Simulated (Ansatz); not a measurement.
# HN2: the cost of one run

Program: Ansatz 0.2.0, Gaussian basis. Level of theory: def2-QZVPP, all electrons in the functionals, frozen cores in the correlation of double hybrids and RPA. These are calculated values, not measurements.

To be run: wB97M-V, B2PLYP, at charge 0, quartet; charge 0, doublet; charge 0, sextet; charge 1, triplet; charge 1, quintet.

### Step 1. The geometry

The geometry is a PBE0/def2-TZVP stationary point (not a proven minimum).

3 atoms, charge 0, spin multiplicity 4.

Atoms are counted from 1 here; the program's logs count them from 0.

Bond lengths: N1–N2 1.443 Å, N1–H3 1.031 Å. Angles: N2–N1–H3 107.0°.

No dispersion term is added; wB97M-V holds VV10 nonlocal correlation.

The geometry shown and the zero of energy belong to the point charge 0, quartet. The yardstick, UCCSD(T), and other wave-function levels (R restricted, U unrestricted, valence and pair active spaces) come from earlier runs.

### Step 2. wB97M-V, charge 0, quartet

File in.yaml:

```yaml
crystal:
  periodic: [false, false, false]
  atoms:
    - {symbol: N, position_ang: [0.000000, 0.119658, 0.676420]}
    - {symbol: N, position_ang: [0.000000, -0.060594, -0.755487]}
    - {symbol: H, position_ang: [0.000000, -0.820779, 1.098745]}
basis:
  gaussian: {orbitals: "def2-QZVPP.json"}
magnetization: {spin_polarized: true, initial_magnetization: 3}
hamiltonian: {xc: {name: wB97M-V}}
output: {orbitals: {seedname: orbitals}}
```

Started as:

```
$ ansatz run in.yaml --threads 1 --pin off --events-out ev --progress --plain --max-ram 2393MiB
```

What time and memory should one allow on 1 thread of Arm Neoverse V2, shared host?

About 15 s, with a peak of 0.29 GiB.
